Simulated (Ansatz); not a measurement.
**CF (SMILES [C]F): UPBE/STO-3G**

Aim: the energy change on altering one bond length of CF at UPBE/STO-3G, from 2 runs. 

Program for the calculation: Ansatz 0.2.0.

44 further runs of the same task are left out: 9 that didn't finish, 35 set aside as unsound or not needed.

## 1. The system as given

The species is CF (2 atoms), meant as a doublet with charge 0. SMILES: `[C]F`. The coordinates come from a PBE0-D4/def2-TZVP relaxation.

Bond lengths: C1–F2 1.268 Å.

## 2. A single-point energy at UPBE/STO-3G

run.yaml

```yaml
crystal:
  periodic: [false, false, false]
  atoms:
    - {symbol: C, position_ang: [-0.000000, 0.000000, 0.003080]}
    - {symbol: F, position_ang: [0.000000, -0.000000, 1.271320]}
basis:
  gaussian:
    orbitals: STO-3G
magnetization:
  spin_polarized: true
  initial_magnetization: 1
hamiltonian:
  xc: {name: PBE}
accuracy: high
```

On the command line:

```
ansatz run run.yaml --threads 1 --pin off --max-ram 3480MiB --events-out events.jsonl --progress --plain --runs-dir runs
```

What it wrote:

```text
Warning: RAYON_NUM_THREADS=1 ignored (pool sized by the plan → 1); use --threads N
Functional definition: PBE
  name "PBE"
  parameter kappa = 0.804
  parameter beta = 0.06672455060314922
  exchange = pbe_x(kappa = kappa, mu = beta*pi^2/3)
  correlation = pbe_c(beta = beta)
149 factors; integrals over basis functions are off by at most 3.2e-8 eV
mean field evaluation 1: about -3689.6772 eV, gradient 2.6e1 eV
mean field evaluation 2: about -3686.1797 eV, gradient 2.9e1 eV
mean field evaluation 4: about -3693.0025 eV, gradient 2.1e-1 eV
mean field evaluation 8: about -3692.9806 eV, gradient 3.5e-3 eV
mean field evaluation 16: about -3692.9806 eV, gradient 3.6e-8 eV
mean field -3692.98063828 eV, -135.7145352646 hartree, gradient 3.6e-8 eV, S^2 0.751095; 1 other end points of the search recorded, 0 dependent functions left out
reference -3692.98063906 eV, -135.7145352933 hartree; 8, 7 occupied and 2, 3 virtual orbitals, 149 factors
Total energy: -3692.98063906 eV, -135.7145352933 hartree
```

It took 0.79 s on 1 thread of Arm Neoverse V1, shared host.

## 3. The distorted shape

input.yaml

```yaml
crystal:
  periodic: [false, false, false]
  atoms:
    - {symbol: C, position_ang: [-0.000000, 0.000000, -0.313980]}
    - {symbol: F, position_ang: [0.000000, -0.000000, 1.271320]}
basis:
  gaussian: {orbitals: STO-3G}
magnetization: {spin_polarized: true, initial_magnetization: 1}
hamiltonian: {xc: {name: PBE}}
accuracy: high
```

On the command line:

```
ansatz run input.yaml --threads 1 --pin off --max-ram 3480MiB --events-out events.jsonl --progress --plain --runs-dir runs
```

What it wrote (excerpt; [...] marks lines left out):

```text
Warning: RAYON_NUM_THREADS=1 ignored (pool sized by the plan → 1); use --threads N
[... 6 set-up lines as earlier in the session ...]
149 factors; integrals over basis functions are off by at most 4.2e-8 eV
mean field evaluation 1: about -3691.3251 eV, gradient 1.1e1 eV
mean field evaluation 2: about -3687.2132 eV, gradient 2.2e1 eV
mean field evaluation 4: about -3691.5313 eV, gradient 1.1e1 eV
mean field evaluation 8: about -3692.1167 eV, gradient 1.4e-1 eV
mean field evaluation 16: about -3692.1170 eV, gradient 4.3e-6 eV
mean field -3692.11695003 eV, -135.6827953070 hartree, gradient 6.0e-8 eV, S^2 0.755305; 1 other end points of the search recorded, 0 dependent functions left out
reference -3692.11695082 eV, -135.6827953357 hartree; 8, 7 occupied and 2, 3 virtual orbitals, 149 factors
Total energy: -3692.11695082 eV, -135.6827953357 hartree
```

Wall time 0.79 s (1 thread of Arm Neoverse V1, shared host).

## 4. Summary of results

At UPBE/STO-3G:

```
                                                         quantity          value
                                        first shape: total energy  -135.71454 Eh
                                                first shape: ⟨S²⟩          0.751
                                    distorted shape: total energy  -135.68280 Eh
                                            distorted shape: ⟨S²⟩          0.755
energy change with the C1–F2 bond stretched from 1.268 to 1.585 Å       0.864 eV
```

What this shows: With the C1–F2 bond stretched from 1.268 to 1.585 Å the energy rises by 0.86 eV (19.9 kcal/mol). The first shape isn't relaxed at this level, so the change isn't measured from a minimum. The minimal basis adds a large error of its own.
